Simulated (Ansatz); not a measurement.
Start from `CO/C=C/F` and change one atom or group (the configuration at the double bond changes too) to get `N/C=C\F`.

Ansatz, PBE0-D4/def2-TZVP geometries, multiplicity 1. Each molecule was computed in one conformer, which needn't be the lowest.

| property | `CO/C=C/F` |
| --- | --- |
| HOMO energy (B3LYP/def2-TZVPP) / eV | -6.42 |
| HOMO–LUMO gap (PBE0/def2-TZVPP) / eV | 7.51 |
| size of the dipole moment (B3LYP/def2-TZVPP) / D | 2.06 |
| HOMO energy (PBE/def2-TZVPP) / eV | -5.33 |
| HOMO–LUMO gap (B3LYP/def2-TZVPP) / eV | 7.02 |
| HOMO energy (ωB97M-V/def2-TZVPP) / eV | -8.88 |

Question: Give the same properties after the change, and the shifts. (Best estimate.)

Answer: Computed: 
```csv
property,`N/C=C\F`,shift
HOMO energy (B3LYP/def2-TZVPP) / eV,-5.84,0.58
HOMO–LUMO gap (PBE0/def2-TZVPP) / eV,7.03,-0.48
size of the dipole moment (B3LYP/def2-TZVPP) / D,2.00,-0.06
HOMO energy (PBE/def2-TZVPP) / eV,-4.79,0.54
HOMO–LUMO gap (B3LYP/def2-TZVPP) / eV,6.46,-0.56
HOMO energy (ωB97M-V/def2-TZVPP) / eV,-8.27,0.61
```

With PBE0 the HOMO rises by 0.59 eV and the LUMO rises by 0.10 eV, so the gap narrows by about 0.49 eV. PBE moves the HOMO by 0.54 eV and ωB97M-V by 0.61 eV. Dipoles are sizes alone; their direction can turn.

B3LYP here is the variant with VWN-RPA as its local correlation; programs differ in this.
